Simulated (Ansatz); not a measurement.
Consider Cu in the fcc (Cu type) structure (space group Fm-3m, No. 225; a = 3.564 Å).

Level of theory: DFT with PBEsol, PAW potentials and a 420 eV plane-wave cutoff in Ansatz (an electronic-structure program), no spin-orbit coupling.

Now apply this change: full substitution Cu → Au, then cell and atoms are relaxed.

Measured lattice parameter a: Cu 3.595 Å (static lattice; corrected from measurement; as listed in Gábor I. Csonka et al., Physical Review B (2009)); Au 4.062 Å (static lattice; corrected from measurement; as listed in Daniel Mejia-Rodriguez, S. B. Trickey, Phys. Rev. B (2018)).

Task: How well does PBEsol reproduce the measured shift?

Result: With PBEsol the lattice parameter a moves by +0.520 Å (3.564 → 4.083) against +0.467 Å measured.

Stability against distortions was not tested. The final runs are not spin-polarised.
